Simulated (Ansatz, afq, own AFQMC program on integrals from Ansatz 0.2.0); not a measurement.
**Atomization energy of Be₂H₂, singlet, worked out**

| atom | x (Å) | y (Å) | z (Å) |
| --- | --- | --- | --- |
| Be | 0.0000 | 0.0000 | 1.0527 |
| Be | 0.0000 | 0.0000 | -1.0527 |
| H | 0.0000 | 0.0000 | 2.4002 |
| H | 0.0000 | 0.0000 | -2.4002 |

Connectivity, by distances: BeH–BeH.

Basis cc-pVDZ. Only valence electrons are correlated. Integrals, coupled cluster, full CI and functionals: Ansatz 0.2.0; the random walks run on the same integrals in our own AFQMC program. The CISD trial takes its coefficients from CCSD amplitudes. Released means that phaseless walkers are propagated on without the constraint, phases kept. Error bars are statistical, one sigma.

Total energies in eV. CBS is CCSD(T) at the limit of def2-TZVPP/QZVPP (extrapolated itself); the highest rung of each member is named.

```tsv
member	count	CCSD(T)/cc-pVDZ	highest rung in cc-pVDZ	which	CCSD(T)/CBS
Be (singlet)	+2	-397.7445	-397.7446	FCI	-397.8022
H (doublet)	+2	-13.5861	-13.5861	FCI	-13.6059
Be₂H₂, singlet	-1	-829.6772	-829.6915	FCI	-830.4927
```

Problem. Work out the best estimate of the atomization energy: the CCSD(T)/CBS difference plus the step from CCSD(T) to the highest rung.

Solution. Sums with the counts: CCSD(T)/CBS 7.6765 eV, highest rung 7.0301 eV, CCSD(T)/cc-pVDZ 7.0160 eV. The step is 7.0301 − 7.0160 = 0.0141 eV, so the best estimate is 7.6765 + (0.0141) = 7.6906 eV. The basis set is worth 0.660 eV of it. Zero-point, core-correlation and spin–orbit terms aren't in it.

Best estimates are given only where the step beyond CCSD(T) is under 0.3 eV and no member's determinant is very poor (T1 over 0.05, or 0.07 for open shells, ⟨S²⟩ too high by 0.3, two states mixed), so the hardest cases are missing from such tables.

Each member of a difference takes its own highest rung, so a best estimate needn't equal the limit plus the step of one row.
